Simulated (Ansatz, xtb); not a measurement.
C5H7N: 3 structures ranked

3 gas-phase structures of C5H7N, from a drawn sample of its isomers (lower ones may exist). Each was relaxed with GFN2-xTB:

A. `C#C[C@@H]1C[C@@H]1N`, a singlet
B. `C#C[C@@H]1C[C@H]1N`, a singlet
C. `C#CC1(N)CC1`, a singlet

Question: Which do you expect lowest at r2SCAN-D4/def2-SVP, and how would the others follow?

Answer: Calculated order at r2SCAN-D4/def2-SVP: C (0.0), A (1.0), B (3.6) kcal/mol.

Energies above the lowest of each column, in kcal/mol; the last columns are at PBE0-D3(BJ)/def2-SVP geometries:

```json
{"structure": "C", "GFN2-xTB": "0.8", "HF/STO-3G": "0.0", "r2SCAN-D4/def2-SVP": "0.0", "PBE0-D3(BJ)/def2-SVP": "0.0", "CCSD(T)/def2-SVP + ΔMP2/def2-TZVPP": "0.0"}
{"structure": "A", "GFN2-xTB": "0.0", "HF/STO-3G": "1.0", "r2SCAN-D4/def2-SVP": "1.0", "PBE0-D3(BJ)/def2-SVP": "0.9", "CCSD(T)/def2-SVP + ΔMP2/def2-TZVPP": "1.5"}
{"structure": "B", "GFN2-xTB": "0.9", "HF/STO-3G": "1.6", "r2SCAN-D4/def2-SVP": "3.6", "PBE0-D3(BJ)/def2-SVP": "3.2", "CCSD(T)/def2-SVP + ΔMP2/def2-TZVPP": "3.3"}
```

CCSD(T)/def2-SVP + ΔMP2/def2-TZVPP puts C lowest; GFN2-xTB picks A. Flexible structures stand in one conformer each, not always the lowest. ΔMP2 is the change of the MP2 energy from the smaller to the larger basis.

Programs: Ansatz 0.2.0, xtb 6.7.1.
